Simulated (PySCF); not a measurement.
# BC: from constants to spectrum

r²SCAN constants of BC, ⁴Σ⁻ (quartet), unpaired electrons σ ↑, π ↑↑ (PySCF, no relativity, basis sets B aug-cc-pVDZ, C aug-cc-pVDZ; masses 11.0093 and 12.0000 u):

```
ωe              : 1172.9 cm⁻¹
ωexe            : 11.4 cm⁻¹
Be              : 1.3089 cm⁻¹
αe              : 0.0176 cm⁻¹
D (centrifugal) : 6.52e-06 cm⁻¹
De to B + C     : 4.74 eV
```

Give the vibrational terms G(v) and spacings up to v = 6.

G(v) = ωe(v+½) − ωexe(v+½)².

```csv
v,G(v) (cm⁻¹),G(v) − G(v−1),Bv (cm⁻¹)
0,584,,1.300
1,1734,1150,1.282
2,2861,1127,1.265
3,3966,1105,1.247
4,5047,1082,1.230
5,6106,1059,1.212
6,7142,1036,1.194
```

How well does the Morse estimate ωe²/(4ωexe) reproduce De, and what is D0?

It gives 3.74 eV, 79 % of the computed De. D0 = De − G(0) = 4.74 − 0.07 = 4.67 eV.

The state is the lowest determinant that a PBE0 search found; another state may lie lower at other levels.
